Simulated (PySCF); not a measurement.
Compound: CH6B2.
Atom-mapped SMILES: `[BH2:1][BH:2][CH3:3]` (hydrogens: H4, H5 on B1; H6 on B2; H7, H8, H9 on C3)

Method used: EOM-EE-CCSD/aug-cc-pVDZ in PySCF, restricted Hartree–Fock reference, frozen core, non-relativistic, gas phase, PBE0-D3(BJ)/def2-SVP geometry.

Question: What does EOM-EE-CCSD give for the lowest vertical excitations?

Answer: 
```json
{"state": "singlet 1", "E (eV)": "4.86", "Eh": "0.1785", "main singles (HF orbitals, share of the singles part)": "HOMO→LUMO+10 30 %, HOMO→LUMO+1 15 %, HOMO→LUMO 14 %"}
{"state": "singlet 2", "E (eV)": "5.30", "Eh": "0.1947", "main singles (HF orbitals, share of the singles part)": "HOMO→LUMO+8 32 %, HOMO→LUMO+11 30 %, HOMO→LUMO+5 10 %"}
{"state": "singlet 3", "E (eV)": "6.23", "Eh": "0.2289", "main singles (HF orbitals, share of the singles part)": "HOMO-2→LUMO+10 30 %, HOMO-2→LUMO+1 15 %, HOMO-2→LUMO+4 14 %"}
{"state": "singlet 4", "E (eV)": "6.62", "Eh": "0.2431", "main singles (HF orbitals, share of the singles part)": "HOMO-1→LUMO+8 31 %, HOMO-1→LUMO+11 30 %, HOMO-1→LUMO+5 10 %"}
{"state": "triplet 1", "E (eV)": "4.17", "Eh": "0.1534", "main singles (HF orbitals, share of the singles part)": "HOMO→LUMO+10 32 %, HOMO→LUMO+4 13 %, HOMO→LUMO+1 13 %"}
{"state": "triplet 2", "E (eV)": "4.63", "Eh": "0.1700", "main singles (HF orbitals, share of the singles part)": "HOMO→LUMO+11 31 %, HOMO→LUMO+8 30 %, HOMO→LUMO+5 10 %"}
```

Question: What is the vertical gap between the lowest excited singlet and the lowest triplet?

Answer: 4.86 − 4.17 = 0.69 eV (67 kJ/mol).

The first EOM-IP-CCSD ionisation energy is 10.51 eV, 3.89 eV above the highest singlet listed and 5.65 eV above the lowest.

T1 diagnostic 0.011. EOM-CCSD puts states of mainly double-excitation character too high. An iterative search for so few roots can pass over a low state.
